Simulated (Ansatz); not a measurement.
# Si₂H₃F: one structure at several levels

A test off equilibrium: a frame of a short trajectory is computed at several levels, and each is set against CCSD(T).

Computed with Ansatz 0.2.0, Gaussian basis. Level: single points in def2-TZVPP.

Cores are frozen in the correlated methods.

1 further run of the same task is left out (it didn't finish).

### 1 Where the work starts

SMILES `F[SiH]=[SiH2]`, 6 atoms, charge 0, spin multiplicity 1.

Atoms are counted from 1 here; the program's logs count them from 0.

Bond lengths: F1–Si2 1.646 Å, Si2–Si3 2.223 Å, Si2–H4 1.435 Å, Si3–H5 1.499 Å, Si3–H6 1.505 Å. Angles: F1–Si2–Si3 123.9°, F1–Si2–H4 98.8°, Si3–Si2–H4 121.3°, Si2–Si3–H5 103.9°, Si2–Si3–H6 125.7°, H5–Si3–H6 94.4°.

As a file:

```xyz
6
FH3Si2
F    -1.5869   -1.5637    0.6963
Si   -0.1605   -0.9719    0.1279
Si    0.2273    1.1851   -0.2453
H     0.1036   -1.9614   -0.8773
H     1.5753    1.2011   -0.9006
H     0.5944    2.2049    0.7984
```

### 2 PBE-D4/def2-TZVPP

run/in.yaml

```yaml
crystal:
  periodic: [false, false, false]
  atoms:
    - {symbol: F, position_ang: [-1.586879, -1.563747, 0.696345]}
    - {symbol: Si, position_ang: [-0.160471, -0.971866, 0.127911]}
    - {symbol: Si, position_ang: [0.227297, 1.185069, -0.245286]}
    - {symbol: H, position_ang: [0.103591, -1.961432, -0.877303]}
    - {symbol: H, position_ang: [1.575330, 1.201089, -0.900576]}
    - {symbol: H, position_ang: [0.594370, 2.204941, 0.798373]}
basis:
  gaussian: {orbitals: def2-TZVPP}
hamiltonian: {xc: pbe, dispersion: d4}
output: {forces: true}
```

On the command line:

```
ansatz run in.yaml --threads 2 --pin off --events-out ev --progress --plain --max-ram 3481MiB
```

### 3 r2SCAN-D4/def2-TZVPP

run/in.yaml, as its differences from that of step 2:

```diff
@@ -11,3 +11,3 @@
   gaussian: {orbitals: def2-TZVPP}
-hamiltonian: {xc: pbe, dispersion: d4}
+hamiltonian: {xc: r2scan, dispersion: d4}
 output: {forces: true}
```

### 4 PBE0-D4/def2-TZVPP

run/in.yaml, as its differences from that of step 3:

```diff
@@ -11,3 +11,3 @@
   gaussian: {orbitals: def2-TZVPP}
-hamiltonian: {xc: r2scan, dispersion: d4}
-output: {forces: true}
+hamiltonian: {xc: pbe0, dispersion: d4}
+output: {forces: true, orbitals: {seedname: orbitals}}
```

### 5 wB97M-V/def2-TZVPP

run/in.yaml, as its differences from that of step 4:

```diff
@@ -11,3 +11,3 @@
   gaussian: {orbitals: def2-TZVPP}
-hamiltonian: {xc: pbe0, dispersion: d4}
-output: {forces: true, orbitals: {seedname: orbitals}}
+hamiltonian: {xc: {name: wB97M-V}}
+output: {forces: true}
```

### 6 CCSD(T)/def2-TZVPP

run/in.yaml, as its differences from that of step 5:

```diff
@@ -11,3 +11,3 @@
   gaussian: {orbitals: def2-TZVPP}
-hamiltonian: {xc: {name: wB97M-V}}
+correlation: {method: ccsd_t}
 output: {forces: true}
```

(Steps that only read results are left out.)

What does the calculation give? Wanted: energy less free atoms, CCSD(T)/def2-TZVPP; RMS force component; RMS force error; HOMO and LUMO, PBE0-D4; T1 diagnostic.

The runs gave:

| quantity | value |
| --- | --- |
| energy less free atoms, CCSD(T)/def2-TZVPP | -1699.6 kJ/mol |
| RMS force component | 0.537 to 0.661 eV/Å over the methods |
| RMS force error | PBE-D4 0.274, r2SCAN-D4 0.117, PBE0-D4 0.129, wB97M-V 0.135 eV/Å |
| HOMO and LUMO, PBE0-D4 | -6.53 and -2.79 eV |
| T1 diagnostic | 0.019 |

Against CCSD(T) the functionals' energies less atoms differ by -61.0 to -17.6 kJ/mol, PBE-D4 by -61.0 kJ/mol. The reference is not at the basis limit: in triple zeta CCSD(T) underbinds, which counts against methods that bind more; the gaps are no ranking. On forces the order runs from r2SCAN-D4 to PBE-D4. Frozen-core CCSD(T) forces in triple zeta carry basis errors of their own, and this is one geometry, so small gaps rank nothing. The restricted Hartree–Fock reference is unstable towards an unrestricted one at one or more of these structures.
